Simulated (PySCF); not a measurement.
Compound: 3-fluoropropenenitrile, C3H2FN.
SMILES: `N#C/C=C/F`

Computed, not measured: TDDFT wB97X-D/def2-SVPD, vertical, gas phase, core orbitals frozen in the response (PySCF). Isolated species at its GFN2-xTB geometry, gas phase.

Each state is given a Gaussian of 0.5 eV full width at half maximum, with ε(max) = 2.175×10⁸ f / Δν̃ (Δν̃ the width in cm⁻¹). The width is an assumption, not a result. The curve ends short of the highest state used, and states not computed would add to its high-energy end.

(λ (nm), ε (L mol⁻¹ cm⁻¹)): (154.1, 3075), (156.3, 1580), (158.4, 772), (160.6, 328), (162.7, 128), (164.8, 43), (167.0, 14), (169.1, 11), (171.3, 38), (173.4, 141), (175.5, 449), (177.7, 1261), (179.8, 2846), (182.0, 5626), (184.1, 9249), (186.2, 13211), (188.4, 16670), (190.5, 18351), (192.7, 17941), (194.8, 15729), (196.9, 12471), (199.1, 8841), (201.2, 5819), (203.4, 3438), (205.5, 1923), (207.6, 1001), (209.8, 470), (211.9, 214), (214.1, 88), (216.2, 36)

Problem. Where are the band maxima, and which computed states make them?

Solution. 191 nm (6.49 eV), ε about 18000, made up of S1 (100%) (ε in L mol⁻¹ cm⁻¹; maxima over ε = 5, shares over 10%). At its high-energy end, 8.04 eV, the curve is still rising (ε about 3000, from S4, S5 and S6). The states used: S1 6.48 eV (f 0.342); S2 6.75 eV (f 0.0000); S3 7.03 eV (f 0.0001); S4 8.03 eV (f 0.0091); S5 8.13 eV (f 0.014); S6 8.42 eV (f 0.160); S7 8.54 eV (f 0.0000); S8 8.64 eV (f 0.0000).

Problem. Coming from long wavelengths, where does ε first pass 100 L mol⁻¹ cm⁻¹?

Solution. At about 214 nm (5.80 eV), 0.69 eV below S1.

Problem. What would ε be at 6.49 eV, the highest of these maxima, with half the width (0.25 eV)?

Solution. About 36900 L mol⁻¹ cm⁻¹ against 18500, a factor of about 2.00; a lone state at its own centre would give exactly 2.

Problem. On this curve, what absorbance would a 10⁻³ mol/L sample give at 193 nm over a 1 cm path?

Solution. 193 nm is 6.424 eV, where ε is about 18000 L mol⁻¹ cm⁻¹, so A = ε c l ≈ 18 (Beer–Lambert, with the gas-phase spectrum and the assumed width).

Time: 7.6 s. Hardware: an Arm Neoverse V1 with one thread, on a shared host.
